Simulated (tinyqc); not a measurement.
Ways to converge the cycle: SCF convergence aids in the sto-3g basis, for H2O, spin multiplicity 3. Computed by the program tinyqc with PySCF. Command: `OMP_NUM_THREADS=1 python tinyqc.py 110747 110748 out.jsonl`; one thread of a shared host (Intel(R) Xeon(R) Processor @ 2.60GHz), about 0.8 s.

Geometry (angstrom):

| atom | x | y | z |
|---|---|---|---|
| O | 0.0000 | 0.0000 | 0.0000 |
| H | 0.0000 | 0.9450 | 0.8750 |
| H | 0.0000 | -0.9450 | 0.8750 |

lowest solution found by these runs and by PySCF with stability checks = -74.709924 hartree

UHF with one setting changed at a time; a run stops when the energy changes by less than 1e-09 hartree and the error matrix is below 1e-5. The start is the Wolfsberg-Helmholz matrix. Damping d keeps d of the old density; a shift (hartree) raises the virtual levels; DIIS n extrapolates F over n matrices.

Largest element of the error matrix X^T (FDS - SDF) X:

| iteration | plain | damping 0.3 | damping 0.6 | shift 0.4 | DIIS 3 | DIIS 8 |
|---|---|---|---|---|---|---|
| 1 | 1.5e-01 | 1.5e-01 | 1.5e-01 | 1.5e-01 | 1.5e-01 | 1.5e-01 |
| 2 | 5.9e-02 | 7.3e-02 | 9.9e-02 | 8.4e-02 | 5.9e-02 | 5.9e-02 |
| 3 | 2.1e-02 | 4.5e-02 | 6.9e-02 | 5.2e-02 | 1.6e-02 | 1.6e-02 |
| 4 | 1.0e-02 | 2.5e-02 | 5.5e-02 | 2.9e-02 | 1.0e-02 | 1.0e-02 |
| 5 | 8.9e-03 | 1.5e-02 | 4.2e-02 | 1.6e-02 | 8.0e-03 | 8.1e-03 |
| 6 | 7.7e-03 | 1.0e-02 | 3.2e-02 | 1.2e-02 | 1.3e-03 | 1.0e-03 |
| 8 | 5.6e-03 | 7.9e-03 | 1.9e-02 | 9.4e-03 | 5.7e-05 | 7.8e-05 |
| 10 | 4.0e-03 | 6.3e-03 | 1.2e-02 | 7.6e-03 | 6.6e-06 | 2.4e-06 |
| 14 | 2.0e-03 | 4.0e-03 | 7.8e-03 | 4.9e-03 | - | - |
| 20 | 6.3e-04 | 1.9e-03 | 5.2e-03 | 2.5e-03 | - | - |
| 30 | 9.1e-05 | 5.3e-04 | 2.7e-03 | 7.2e-04 | - | - |
| 45 | - | 7.4e-05 | 9.4e-04 | 1.1e-04 | - | - |
| 60 | - | 1.0e-05 | 3.2e-04 | 1.6e-05 | - | - |

How each run ends:

| run | iterations | E (hartree) | state |
|---|---|---|---|
| plain | 42 | -74.663801 | higher |
| damping 0.3 | >60 | -74.663801 | falls steadily but slowly, by a factor of about 0.88 a step |
| damping 0.6 | >60 | -74.663798 | falls steadily but slowly, by a factor of about 0.93 a step |
| shift 0.4 | >60 | -74.663801 | falls steadily but slowly, by a factor of about 0.88 a step |
| DIIS 3 | 11 | -74.663801 | higher |
| DIIS 8 | 11 | -74.663801 | higher |

No run reaches the lowest solution found. Ending on a higher stationary point: plain, DIIS 3, DIIS 8; a small error matrix cannot reveal that, and an occupation fixed by the start is kept by symmetry or by the shape of the basin. Not converged: damping 0.3, damping 0.6, shift 0.4. Plain steps already contract here, so damping only slows them. DIIS 3 and DIIS 8 gain by cancelling the error over several earlier matrices, much as a quasi-Newton step does.
